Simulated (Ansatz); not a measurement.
Cartesian coordinates in Å:
```
C -1.225 0.604 1.007
B -0.540 -0.311 -0.011
Si 1.171 -0.645 -0.948
H -0.570 0.976 1.802
H -2.148 0.213 1.442
H -1.511 1.489 0.412
H 1.526 -2.078 -0.750
H 2.362 0.170 -0.552
H 0.935 -0.418 -2.402
```

The species carries charge 0 and has multiplicity 2.

List the CAM-B3LYP/def2-TZVPP orbital energies in eV (Ansatz). (An estimate is asked.)

Computed: α occupied: -1800.52, -278.60, -186.30, -145.14, -100.46, -100.46, -100.44, -21.81, -17.02, -13.89, -13.38, -13.09, -11.24, -11.09, -10.38, -6.44. α empty: -0.77, 1.42, 2.48, 2.61, 2.69, 3.11, 3.54, 3.70. β occupied: -1800.52, -278.60, -186.04, -145.13, -100.46, -100.45, -100.44, -21.70, -16.82, -13.47, -13.13, -12.94, -11.08, -10.96, -10.13. β empty: -0.48, -0.38, 1.44, 2.59, 2.61, 2.77, 3.37, 3.56. ⟨S²⟩ = 0.754.
